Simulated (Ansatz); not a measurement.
Basis-set extrapolation for C3H9PS, SMILES `CP(C)(C)=S` (PBE0-D4/def2-TZVP geometry, frozen core, the Gaussian-basis code of Ansatz). Multiplicity 1, RHF reference.

|  | def2-TZVPP | def2-QZVPP |
| --- | --- | --- |
| HF | -857.235232 | -857.262803 |
| MP2 correlation | -0.868578 | -0.931689 |
| CCSD(T) correlation | -0.969021 | not run |

Energies in hartree. Use E(X) = E(∞) + A·exp(−7.88·√X) for Hartree–Fock and E(X) = E(∞) + B·X^(−2.97) for correlation, with X = 3 and 4, and add CCSD(T) minus MP2 of the smaller set to the MP2 limit.

Q: What is the CCSD(T) energy at the basis-set limit?

A: HF limit: -857.262803 + (-0.027571) × 0.13774 = -857.26660. MP2 limit: -0.931689 + (-0.063111) × 0.74074 = -0.97844. Higher-order term: -0.969021 − (-0.868578) = -0.10044. Total: -858.34548 hartree, 370.8 kJ/mol below CCSD(T)/def2-TZVPP.
